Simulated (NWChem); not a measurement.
Molecule: BCl3; SMILES ClB(Cl)Cl

B3LYP is NWChem's, with the RPA form of VWN correlation.

Problem. Give the equilibrium geometry at B3LYP/6-31G* (spherical d) (NWChem) as a list of bonds and angles, with the point group.

Solution. point group D3h; any orientation.
Bond lengths (Å): B1–Cl2 1.752, B1–Cl3 1.752, B1–Cl4 1.752. Angles (°): Cl2–B1–Cl3 120.0, Cl2–B1–Cl4 120.0, Cl3–B1–Cl4 120.0.
